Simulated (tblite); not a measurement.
Compound: C5H6O.
Bonds: C1–C2 (double), C2–C3, C3–C4, C4–C5 (double), C5–O6 (double). Hydrogens: H7, H8 on C1; H9 on C2; H10, H11 on C3; H12 on C4.

Structure optimised with GFN2-xTB, isolated species.

Problem. Give the optimised bond lengths and angles.

Solution. 
```json
{"bond": "C1=C2", "length (Å)": "1.319"}
{"bond": "C2–C3", "length (Å)": "1.499"}
{"bond": "C3–C4", "length (Å)": "1.514"}
{"bond": "C4=C5", "length (Å)": "1.292"}
{"bond": "C5=O6", "length (Å)": "1.166"}
{"bond": "C1–H7", "length (Å)": "1.077"}
{"bond": "C1–H8", "length (Å)": "1.078"}
{"bond": "C2–H9", "length (Å)": "1.082"}
{"bond": "C3–H10, C3–H11", "length (Å)": "1.092"}
{"bond": "C4–H12", "length (Å)": "1.077"}
```

Bonds in one row agree within 0.01 Å and their mean is given. A selection of angles:
```json
{"angle": "C2–C1–H7", "degrees": "122.1"}
{"angle": "C2–C1–H8", "degrees": "121.7"}
{"angle": "H7–C1–H8", "degrees": "116.2"}
{"angle": "C1–C2–C3", "degrees": "124.2"}
{"angle": "C1–C2–H9", "degrees": "120.7"}
{"angle": "C3–C2–H9", "degrees": "115.1"}
{"angle": "C2–C3–C4", "degrees": "110.2"}
{"angle": "C2–C3–H10", "degrees": "110.0"}
{"angle": "C4–C3–H10", "degrees": "109.2"}
{"angle": "H10–C3–H11", "degrees": "108.7"}
{"angle": "C3–C4–C5", "degrees": "123.5"}
{"angle": "C3–C4–H12", "degrees": "117.1"}
{"angle": "C5–C4–H12", "degrees": "119.3"}
{"angle": "C4–C5–O6", "degrees": "178.6"}
```

Dihedral angles: C1–C2–C3–C4 -117° (anticlinal); C2–C3–C4–C5 -109° (anticlinal). The mirror-image conformer, all signs reversed, is as good.

The 4 C–C bonds span 1.292 Å (C4=C5, drawn double) to 1.514 Å (C3–C4, drawn single), a spread of 0.222 Å. Of the pairs four or more bonds apart, H8···H10 is among the closest relative to their van der Waals radii: 2.42 Å, 101 % of the sum of Bondi's values.

Point group: C1 (no symmetry element, even within 0.4 Å). Its GFN2-xTB frequencies are all real (lowest 46 cm⁻¹). The numbers are those of one conformer.

These are computed values.
